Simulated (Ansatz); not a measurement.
Geometry optimisation, UKS BHLYP-D4/def2-SVP (Ansatz 0.2.0).

input.yaml

```yaml
crystal:
  periodic: [false, false, false]
  atoms:
    - { symbol: Si, position_ang: [0.0, 0.0, 0.0] }
    - { symbol: H, position_ang: [0.0, 0.0, 1.71] }
    - { symbol: H, position_ang: [1.3768, 0.0, -0.4862] }
    - { symbol: H, position_ang: [-0.6877, 1.1914, -0.4862] }
    - { symbol: H, position_ang: [-0.6877, -1.1914, -0.4862] }
    - { symbol: H, position_ang: [0.0, 0.0, 2.67] }
magnetization:
  spin_polarized: true
  initial_magnetization: 1
basis:
  gaussian: { orbitals: def2-SVP }
hamiltonian:
  xc: { name: BHLYP }
  dispersion: d4
relax:
  f_tol: 0.15
  max_steps: 25
  restrain:
    - { distance: [1, 5], at: 1.86, k: 30.0 }
    - { distance: [0, 1], at: 1.46, k: 30.0 }
```

Command:

```bash
$ ansatz run input.yaml --threads 1 --pin off --max-ram 2048MiB --backend cpu --events-out ev --progress --plain --runs-dir out
```

Where does it end, and by what steps?

The forces met the threshold. The restraints hold the end off the free minimum; the threshold counts their pulls, which the force column leaves out. Restrained pairs: H2–H6 (0.96 → 1.86 Å), Si1–H2 (1.71 → 1.47 Å). After 4 steps the energy has fallen by 0.054 eV (the restraints' own energy left out); H6 moved furthest, 0.60 Å.

```csv
step,energy less start (eV),largest force component (eV/Å),accepted
0,0.0000,0.772,yes
1,0.0354,0.316,yes
2,0.0593,1.705,yes
3,-0.0514,0.298,yes
4,-0.0545,0.320,yes
```

```xyz
6
Properties=species:S:1:pos:R:3
Si 0.000 0.000 -0.068
H 0.000 0.000 1.403
H 1.397 0.000 -0.560
H -0.698 1.210 -0.560
H -0.698 -1.210 -0.560
H 0.000 0.000 3.267
```

The run took 4.8 s on 1 thread of Intel(R) Xeon(R) Platinum 8488C (Sapphire Rapids), on a shared host, peak memory 0.12 GiB.
